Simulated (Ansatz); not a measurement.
Consider the isomerisation: `CC(N)C=N` → `CNC(C)=N`.

Program: Ansatz. Geometries: PBE0-D4/def2-TZVP. ΔE: electronic, gas phase. CCSD(T)/CBS adds triple-zeta CCSD(T) − MP2 to the extrapolated MP2 energy (def2 sets, frozen cores). DFT in def2-TZVPP. B3LYP here is the variant with VWN-RPA as its local correlation; programs differ in this. One conformer a species, not always the lowest.

```tsv
level	ΔE (kJ/mol)	difference from CCSD(T)/CBS
PBE-D4	-52.2	-14.5
r2SCAN-D4	-53.6	-15.9
PBE0-D4	-50.4	-12.7
B3LYP-D4	-49.6	-11.9
ωB97X-V	-45.2	-7.5
ωB97M-V	-42.9	-5.2
B2PLYP	-46.5	-8.8
PBE0	-50.9	-13.2
B3LYP	-50.5	-12.8
MP2/def2-TZVPP	-40.8	-3.1
CCSD(T)/def2-TZVPP	-36.2	1.5
HF/def2-QZVPP	-43.8	-6.1
MP2/def2-QZVPP	-42.0	-4.3
SCS-MP2/def2-QZVPP	-39.0	-1.3
MP2/CBS(def2)	-42.4	-4.7
CCSD/CBS(def2)	-37.1	0.6
CCSD(T)/CBS	-37.7	0
```

Largest T1 diagnostic among the species: 0.012.

CCSD(T)/CBS has its own doubt, a few kJ/mol and more with outer-core shells, so smaller differences from it don't rank the levels.
